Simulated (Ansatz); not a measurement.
Gas-phase electronic energies from Ansatz, PBE0-D4/def2-TZVP geometries. CCSD(T)/CBS adds triple-zeta CCSD(T) − MP2 to the extrapolated MP2 energy (def2 sets, frozen cores). This one scheme is used for every species. DFT in def2-TZVPP.

`ClBCl` + `F[SiH2][SiH3]` → `[SiH3]BCl` + `F[SiH2]Cl`  (redistribution)

`ClBCl`:

```xyz
4

Cl   -0.792    0.067   -1.472
B    -0.075    0.023    0.107
Cl    1.614   -0.316    0.302
H    -0.748    0.227    1.063
```

`F[SiH2][SiH3]`:

Z-matrix (Å, degrees):
```
Si
Si 1 2.343
F 1 1.607 2 109.8
H 1 1.486 2 111.3 3 -119.2
H 1 1.486 2 111.3 3 119.2
H 2 1.489 1 108.2 3 179.8
H 2 1.487 1 110.7 3 60.5
H 2 1.487 1 110.7 3 -60.8
```

`[SiH3]BCl`:

Cartesian coordinates in Å:
```
Si 0.683 -0.427 0.321
B -0.845 0.671 -0.404
Cl -2.302 -0.073 -0.993
H 1.902 -0.149 -0.490
H 0.409 -1.887 0.304
H 0.966 0.001 1.720
H -0.812 1.864 -0.459
```

`F[SiH2]Cl`:

Cartesian coordinates in Å:
```
F 0.111 1.415 0.723
Si -0.119 0.009 0.018
Cl 1.683 -0.736 -0.567
H -0.957 0.222 -1.177
H -0.717 -0.910 1.004
```

| level | ΔE (kJ/mol) |
| --- | --- |
| revPBE-D4 | 8.4 |
| SCS-MP2/def2-TZVPP | -3.8 |

Task: What does CCSD(T)/CBS give? (An estimate is asked.)

Result: The calculation gave: -4.1 kJ/mol. The listed levels differ from it by 12.5, 0.3 kJ/mol.

Largest T1 diagnostic among the species: 0.014.

From BLYP to BHLYP (50 % exact exchange), in def2-TZVPP and without D4, ΔE moves by −8.2 kJ/mol. Leaving LDA and LC-ωPBE aside and taking each functional with its dispersion term where it has one, the values, not all of them listed here, spread over 12.9 kJ/mol, from BHLYP-D4 to PBE-D4.
